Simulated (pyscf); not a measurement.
H₃Si–SeH (SMILES [SiH3][SeH]) + HF (SMILES F) → H₂Se (SMILES [SeH2]) + F–SiH₃ (SMILES F[SiH3]), a four-centre exchange (singlet surface; Se–Si, F–H broken, H–Se, F–Si formed). Single points on ωB97X-D3(BJ)/def2-SVP structures (PySCF, gas phase). Correlated levels are frozen-core, on RHF or UHF. ΔMP2 is the change of the MP2 total energy from the triple- to the quadruple-zeta basis. Energies in kcal/mol from the separated reactants.

Small-basis levels: PySCF, no dispersion term, spherical d functions. 

Problem. Quick HF/STO-3G single points give ΔE‡ = 41.1 kcal/mol and ΔE = -2.9 kcal/mol. What does CCSD(T)/def2-TZVPP + ΔMP2(QZVPP) give, and how far is the quick result from it?

Solution. CCSD(T)/def2-TZVPP + ΔMP2(QZVPP) gives ΔE‡ = 27.6 kcal/mol and ΔE = -15.9 kcal/mol. HF/STO-3G lies 13.5 kcal/mol over it in the barrier and 12.9 kcal/mol over it in the reaction energy, so on this step it does not hold to within 3.0 kcal/mol. CCSD(T)/def2-TZVPP + ΔMP2(QZVPP) has limits of its own. On the reactant side the descent ends in a complex, 5.7 kcal/mol under the separated species and 31.0 kcal/mol under the saddle at ωB97X-D3(BJ)/def2-TZVP. At ωB97X-D3(BJ)/def2-TZVP the barrier from the zero used here is 25.4 kcal/mol. One saddle was located; it need not be the lowest between these sides. The CCSD(T) − MP2 part came from Ansatz, without density fitting, on the same reference. The frozen core leaves the outer d or s,p core shells of the metals and heavy elements correlated in the MP2 and CC values, and def2-TZVPP describes them poorly, which can shift differences by a few kcal/mol. In the def2 sets elements up to Kr have no core potential.
